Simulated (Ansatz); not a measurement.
Relaxing Al₂Pd

These are results of DFT r2SCAN, scalar-relativistic, plane waves, PAW (Ansatz 0.2.0), not measurements.

The start is a database structure of Al₂Pd, space group Fm-3m (No. 225).

The final relaxation ran on this input, with the default PAW datasets:

```yaml
crystal:
  lattice:
    - [0.0, 2.9495355677, 2.9495355677]
    - [2.9495355677, 0.0, 2.9495355677]
    - [2.9495355677, 2.9495355677, 0.0]
  atoms:
    - { symbol: Al, position: [0.25, 0.25, 0.25] }
    - { symbol: Al, position: [0.75, 0.75, 0.75] }
    - { symbol: Pd, position: [0.0, 0.0, 0.0] }
basis:
  ecutwfc: 500
kpoints:
  mp_grid: { grid: [14, 14, 14] }
hamiltonian:
  xc: r2scan
scf:
  occupations: { method: gaussian, width: 0.1 }
output:
  forces: true
  stress: true
  eigenvalues: true
  write_density: true
  write_potential: true
  elf: true
  volumetric_format: npy
relax:
  adjacent_minimum: "off"
  f_tol: 0.01
  max_steps: 80
  cell: { stress_tol: 0.05 }
```

Launched as:

```bash
ansatz run input.yaml --threads 1 --pin off --max-ram 2560MiB --backend cpu --events-out ev --progress --plain --runs-dir out
```

The run took 39 s on 1 thread of Arm Neoverse V1, with other jobs on the host, peak memory 0.54 GiB.

The program printed at the end:

```
SCF converged after 6 iterations
Free energy (F): -8068.471370 eV
Harris-Foulkes:  -8068.471370 eV  (|F-HF|=1.82e-12)
Internal energy: -8068.465356 eV  (E = F + TS)
E sigma→0 (E₀):  -8068.468363 eV
Entropy (-TS):   -0.006015 eV (-2.005 meV/atom)
Fermi energy:    10.378276 eV
--- Per-component energies (eV) ---
  E_band       = -310.629823
  E_kinetic    = 562.841648
  E_local      = -3051.952486  (includes V_loc(G=0)·N_el)
  E_nonlocal   = 233.196065
  E_hartree    = 1288.225081
  E_xc         = -235.222588
  E_vxc        = -298.582533  (∫ρ·V_xc dr)
  E_paw        = -4717.211343  (= ΣΔE_a)
  E_vpaw       = -353.345962  (= ΣTr[D̂ρ^β])
  E_aug_tail   = 0.000106  (compensation charges beyond the density's cutoff)
  E_vtau       = 20.763056  (kinetic-family band-sum trace: ∫τ·v_τ [+ j·A + Jᵃ·Aᵃ] dr)
  E_ewald      = -2147.769535
  E_core_change = -0.572303  (= ΣΔE_core)
  E_smearing   = -0.006015  (= −TS)
  E_closure    =  0.000000  (closes the sum)
  Σ components = -8068.471370   (vs F -8068.471370, Δ=0.00e0)
--- Forces (eV/Å), atoms counted from 1 ---
  atom   1  Al     0.00000000     0.00000000     0.00000000
  atom   2  Al     0.00000000     0.00000000     0.00000000
  atom   3  Pd     0.00000000     0.00000000     0.00000000
  max |Σ_I F_I| component: 2.89e-17 eV/Å
--- Stress (GPa, compression-positive) ---
       -0.026179       0.000000       0.000000
        0.000000      -0.026179       0.000000
        0.000000       0.000000      -0.026179
  P = ⅓ Tr σ = -0.0262 GPa (-0.262 kbar)
--- Relaxed structure (2 steps of the walk, 2 accepted, 1 SCFs on fresh bases) ---
  F+E_penalty+E_count = -8068.47137045 eV   max|allowed force component| = 9.329e-17 eV/Å   (the final SCF, on the basis selected at the relaxed cell)
  cell:  # Å, volume = 51.4179 Å³
    - [0.000000, 2.951400, 2.951400]
    - [2.951400, 0.000000, 2.951400]
    - [2.951400, 2.951400, 0.000000]
  atoms:
    - { symbol: Al, position: [0.250000, 0.250000, 0.250000] }
    - { symbol: Al, position: [0.75, 0.75, 0.75] }
    - { symbol: Pd, position: [0.000000, 0.000000, 0.000000] }
```

Total energies depend on the potentials used, so only differences within one code and one set of settings carry meaning.

The result has space group Fm-3m (No. 225). Around Al lie 4 Pd at 2.56 Å and 6 Al at 2.95 Å; Pd has 8 Al at 2.56 Å.

Against the elements it lies at -0.63 eV/atom. Formation energies are uncorrected and refer to the elements' standard structures at the same level.

The k mesh leaves about 4 meV/atom of noise in metals.

A structure relaxed within its symmetry needn't be a true minimum.